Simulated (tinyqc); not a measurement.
Inside a calculation. Method: MP2 on RHF in the sto-6g basis, frozen core, for BH3, spin multiplicity 1. One step of it, computed by the program tinyqc.

Task: Iteration 1: diagonalisation and new density. Diagonalise F' = X^T F X, C = X C', fill 4 alpha and 4 beta electrons from the bottom; D = 2 C_occ C_occ^T. Each column has its largest component positive (the first on a tie).

Fock matrix F (hartree), order 1B 1s, 1B 2s, 1B 2px, 1B 2py, 1B 2pz, 2H 1s, 3H 1s, 4H 1s:
$$\begin{pmatrix}
-6.168385 & -1.819866 & 0.000026 & 0.000000 & -0.000477 & -0.418799 & -0.419390 & -0.419390 \\
-1.819866 & -0.606806 & 0.000195 & 0.000000 & 0.005878 & -0.316002 & -0.316317 & -0.316317 \\
0.000026 & 0.000195 & 0.203153 & 0.000000 & -0.000001 & -0.163100 & 0.081686 & 0.081686 \\
0.000000 & 0.000000 & 0.000000 & 0.203160 & 0.000000 & 0.000000 & -0.141318 & 0.141318 \\
-0.000477 & 0.005878 & -0.000001 & 0.000000 & 0.803654 & 0.002003 & 0.002004 & 0.002004 \\
-0.418799 & -0.316002 & -0.163100 & 0.000000 & 0.002003 & -0.038127 & -0.093679 & -0.093679 \\
-0.419390 & -0.316317 & 0.081686 & -0.141318 & 0.002004 & -0.093679 & -0.038357 & -0.093845 \\
-0.419390 & -0.316317 & 0.081686 & 0.141318 & 0.002004 & -0.093679 & -0.093845 & -0.038357
\end{pmatrix}$$

X, order 1B 1s, 1B 2s, 1B 2px, 1B 2py, 1B 2pz, 2H 1s, 3H 1s, 4H 1s:
$$\begin{pmatrix}
-0.351988 & 0.000000 & -0.000949 & 0.966031 & 0.044413 & 0.000000 & 0.000210 & 0.190448 \\
1.392982 & 0.000000 & 0.002807 & -0.033084 & 0.005992 & 0.000000 & 0.000408 & 0.472255 \\
-0.002955 & 0.000000 & 1.096636 & 0.000046 & 0.000000 & 0.000000 & 0.594384 & -0.000376 \\
0.000000 & 1.096684 & 0.000000 & 0.000000 & 0.000000 & 0.594457 & 0.000000 & 0.000000 \\
-0.010557 & 0.000000 & -0.000018 & -0.047847 & 0.998828 & 0.000000 & -0.000002 & -0.003500 \\
-0.668758 & 0.000000 & -0.970353 & -0.191601 & -0.008859 & 0.000000 & 0.448672 & 0.293069 \\
-0.672586 & -0.839383 & 0.483162 & -0.191408 & -0.008850 & 0.388340 & -0.223997 & 0.293534 \\
-0.672586 & 0.839383 & 0.483162 & -0.191408 & -0.008850 & -0.388340 & -0.223997 & 0.293534
\end{pmatrix}$$

Give: F' = X^T F X; orbital energies; coefficients C; D after iteration 1.

Result:

F' = X^T F X (hartree):
$$\begin{pmatrix}
0.7176 & 0.0000 & -0.0008 & 0.5312 & 0.0235 & 0.0000 & -0.0001 & 0.1711 \\
0.0000 & 0.8429 & 0.0000 & 0.0000 & 0.0000 & 0.1169 & 0.0000 & 0.0000 \\
-0.0008 & 0.0000 & 0.8426 & 0.0020 & 0.0001 & 0.0000 & 0.1169 & 0.0007 \\
0.5312 & 0.0000 & 0.0020 & -5.2104 & -0.2915 & 0.0000 & -0.0018 & -2.1217 \\
0.0235 & 0.0000 & 0.0001 & -0.2915 & 0.7896 & 0.0000 & -0.0001 & -0.1027 \\
0.0000 & 0.1169 & 0.0000 & 0.0000 & 0.0000 & -0.0420 & 0.0000 & 0.0000 \\
-0.0001 & 0.0000 & 0.1169 & -0.0018 & -0.0001 & 0.0000 & -0.0420 & -0.0008 \\
0.1711 & 0.0000 & 0.0007 & -2.1217 & -0.1027 & 0.0000 & -0.0008 & -1.1481
\end{pmatrix}$$

orbital energies (hartree): MO1 -6.1751, MO2 -0.2450, MO3 -0.0572, MO4 -0.0572, MO5 0.7649, MO6 0.8038, MO7 0.8578, MO8 0.8581

coefficients C, order 1B 1s, 1B 2s, 1B 2px, 1B 2py, 1B 2pz, 2H 1s, 3H 1s, 4H 1s:
$$\begin{pmatrix}
0.9896 & -0.2170 & -0.0001 & 0.0000 & -0.2624 & 0.0126 & 0.0012 & 0.0000 \\
0.0422 & 0.5175 & 0.0004 & 0.0000 & 1.3747 & -0.0709 & -0.0069 & 0.0000 \\
0.0000 & -0.0004 & 0.4481 & 0.0000 & 0.0051 & -0.0006 & 1.1641 & 0.0000 \\
0.0000 & 0.0000 & 0.0000 & 0.4482 & 0.0000 & 0.0000 & 0.0000 & 1.1641 \\
0.0000 & -0.0040 & 0.0000 & 0.0000 & 0.0466 & 0.9989 & 0.0003 & 0.0000 \\
-0.0073 & 0.3102 & 0.5698 & 0.0000 & -0.6934 & 0.0402 & -0.8997 & 0.0000 \\
-0.0073 & 0.3107 & -0.2845 & 0.4932 & -0.6875 & 0.0396 & 0.4551 & -0.7824 \\
-0.0073 & 0.3107 & -0.2845 & -0.4932 & -0.6875 & 0.0396 & 0.4551 & 0.7824
\end{pmatrix}$$

D after iteration 1, order 1B 1s, 1B 2s, 1B 2px, 1B 2py, 1B 2pz, 2H 1s, 3H 1s, 4H 1s:
$$\begin{pmatrix}
2.0527 & -0.1410 & 0.0000 & 0.0000 & 0.0017 & -0.1492 & -0.1492 & -0.1492 \\
-0.1410 & 0.5392 & 0.0000 & 0.0000 & -0.0041 & 0.3209 & 0.3208 & 0.3208 \\
0.0000 & 0.0000 & 0.4017 & 0.0000 & 0.0000 & 0.5105 & -0.2552 & -0.2552 \\
0.0000 & 0.0000 & 0.0000 & 0.4018 & 0.0000 & 0.0000 & 0.4422 & -0.4422 \\
0.0017 & -0.0041 & 0.0000 & 0.0000 & 0.0000 & -0.0025 & -0.0025 & -0.0025 \\
-0.1492 & 0.3209 & 0.5105 & 0.0000 & -0.0025 & 0.8420 & -0.1314 & -0.1314 \\
-0.1492 & 0.3208 & -0.2552 & 0.4422 & -0.0025 & -0.1314 & 0.8416 & -0.1315 \\
-0.1492 & 0.3208 & -0.2552 & -0.4422 & -0.0025 & -0.1314 & -0.1315 & 0.8416
\end{pmatrix}$$
